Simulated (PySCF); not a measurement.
**NO⁺: from constants to spectrum**

RHF-CCSD(T) constants of NO⁺, ¹Σ⁺ (singlet), closed shell (basis N 6-31G(d,p), O 6-31G(d,p); no relativity; PySCF 2.14; masses 14.0031 and 15.9949 u):

```
ωe           : 2341.3 cm⁻¹
ωexe         : 16.5 cm⁻¹
Be           : 1.9062 cm⁻¹
αe           : 0.0181 cm⁻¹
De to N + O⁺ : 9.66 eV
```

Problem. What force constant and bond length do these constants imply?

Solution. Reduced mass μred = 7.4664 u; k = 5.8918×10⁻⁷·μred·ωe² (u, cm⁻¹, mdyn/Å) = 24.1 mdyn/Å; Re = √(16.8576/(μred·Be)) (u, cm⁻¹, Å) = 1.088 Å.

Problem. Estimate the centrifugal constant D from the Kratzer relation and find the Dunham coefficient a1.

Solution. D = 4Be³/ωe² = 5.05e-06 cm⁻¹; a1 = −1 − αeωe/(6Be²) = -2.94.

Measured values (Huber and Herzberg, Constants of Diatomic Molecules (1979)): ωe = 2376.42 cm⁻¹, ωexe = 16.262 cm⁻¹, Be = 1.99727 cm⁻¹, αe = 0.01889 cm⁻¹.

Correlated steps freeze 2 core orbitals. Correlated levels converge slowly with the basis: in double zeta they bind strong bonds too weakly, by up to about 1 eV, and carry superposition errors of some tenths. For an ion De counts to the pair picked by the measured ionisation energies or electron affinities, which need not be the lowest pair at this level. Where the molecule has an RHF reference, its open-shell atoms are computed with UHF.
